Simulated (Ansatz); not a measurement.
# CH5FSi (SMILES FC[SiH3]): functionals against CCSD(T) at one geometry

How do the functionals fare away from a minimum? The structure is a frame of a short trajectory.

Program: Ansatz 0.2.0, Gaussian basis. Level of theory: single points in def2-TZVPP. These are calculated values, not measurements.

Cores are frozen in the correlated methods.

## (1) Where the work starts

SMILES `FC[SiH3]`, 8 atoms, charge 0, spin multiplicity 1.

Atoms are counted from 1 here; the program's logs count them from 0.

Bond lengths: F1–C2 1.396 Å, C2–Si3 1.836 Å, C2–H4 1.108 Å, C2–H5 1.176 Å, Si3–H6 1.478 Å, Si3–H7 1.426 Å, Si3–H8 1.420 Å. Angles: F1–C2–Si3 110.9°, F1–C2–H4 110.3°, F1–C2–H5 112.1°, Si3–C2–H4 104.5°, Si3–C2–H5 110.4°, H4–C2–H5 108.3°, C2–Si3–H6 111.2°, C2–Si3–H7 101.7°, C2–Si3–H8 107.9°, H6–Si3–H7 109.8°, H6–Si3–H8 112.4°, H7–Si3–H8 113.4°.

Coordinates:

```mol
CH5FSi
  3D, bonds by distance, orders not assigned

  8  7  0  0  0  0  0  0  0  0999 V2000
   -0.7317   -0.5050   -1.6748 F   0  0
   -0.4484    0.4260   -0.6739 C   0  0
    0.4786   -0.3560    0.7044 Si  0  0
   -1.3866    0.7873   -0.2077 H   0  0
    0.1394    1.3565   -1.0885 H   0  0
    0.6436    0.5796    1.8373 H   0  0
    1.7439   -0.6052    0.0970 H   0  0
   -0.2100   -1.5406    1.0772 H   0  0
  1  2  8  0
  2  3  8  0
  2  4  8  0
  2  5  8  0
  3  6  8  0
  3  7  8  0
  3  8  8  0
M  END
```

## (2) PBE-D4/def2-TZVPP

run/in.yaml reads:

```yaml
crystal:
  periodic: [false, false, false]
  atoms:
    - {symbol: F, position_ang: [-0.731701, -0.504961, -1.674759]}
    - {symbol: C, position_ang: [-0.448391, 0.426008, -0.673887]}
    - {symbol: Si, position_ang: [0.478641, -0.356018, 0.704440]}
    - {symbol: H, position_ang: [-1.386624, 0.787349, -0.207671]}
    - {symbol: H, position_ang: [0.139449, 1.356454, -1.088488]}
    - {symbol: H, position_ang: [0.643605, 0.579582, 1.837264]}
    - {symbol: H, position_ang: [1.743946, -0.605191, 0.097004]}
    - {symbol: H, position_ang: [-0.210038, -1.540603, 1.077222]}
basis:
  gaussian: {orbitals: def2-TZVPP}
hamiltonian: {xc: pbe, dispersion: d4}
output: {forces: true}
```

Launch:

```sh
$ ansatz run in.yaml --threads 2 --pin off --events-out ev --progress --plain --max-ram 3481MiB
```

## (3) r2SCAN-D4/def2-TZVPP

run/in.yaml: that of step 2 with these lines changed.

```diff
@@ -13,3 +13,3 @@
   gaussian: {orbitals: def2-TZVPP}
-hamiltonian: {xc: pbe, dispersion: d4}
+hamiltonian: {xc: r2scan, dispersion: d4}
 output: {forces: true}
```

## (4) PBE0-D4/def2-TZVPP

run/in.yaml: that of step 3 with these lines changed.

```diff
@@ -13,3 +13,3 @@
   gaussian: {orbitals: def2-TZVPP}
-hamiltonian: {xc: r2scan, dispersion: d4}
-output: {forces: true}
+hamiltonian: {xc: pbe0, dispersion: d4}
+output: {forces: true, orbitals: {seedname: orbitals}}
```

## (5) wB97M-V/def2-TZVPP

run/in.yaml: that of step 4 with these lines changed.

```diff
@@ -13,3 +13,3 @@
   gaussian: {orbitals: def2-TZVPP}
-hamiltonian: {xc: pbe0, dispersion: d4}
-output: {forces: true, orbitals: {seedname: orbitals}}
+hamiltonian: {xc: {name: wB97M-V}}
+output: {forces: true}
```

## (6) CCSD(T)/def2-TZVPP

run/in.yaml: that of step 5 with these lines changed.

```diff
@@ -13,3 +13,3 @@
   gaussian: {orbitals: def2-TZVPP}
-hamiltonian: {xc: {name: wB97M-V}}
+correlation: {method: ccsd_t}
 output: {forces: true}
```

(Steps that only read results are left out.)

Q: Predict the outcome of this session. Wanted: energy less free atoms, CCSD(T)/def2-TZVPP; RMS force component; RMS force error; HOMO and LUMO, PBE0-D4; T1 diagnostic.

**Answer**, as computed:

```
                                  quantity                                                             value
energy less free atoms, CCSD(T)/def2-TZVPP                                                   -605.1 kcal/mol
                       RMS force component                              0.768 to 0.799 eV/Å over the methods
                           RMS force error  PBE-D4 0.152, r2SCAN-D4 0.062, PBE0-D4 0.110, wB97M-V 0.048 eV/Å
                    HOMO and LUMO, PBE0-D4                                                 -8.58 and 0.37 eV
                             T1 diagnostic                                                             0.011
```

Against CCSD(T) the functionals' energies less atoms differ by -18.1 to -9.8 kcal/mol, PBE-D4 by -18.1 kcal/mol. CCSD(T) in triple zeta still lacks some correlation energy of the bonds, so part of these gaps is its own basis error and they don't rank the functionals. On forces the order runs from wB97M-V to PBE-D4.
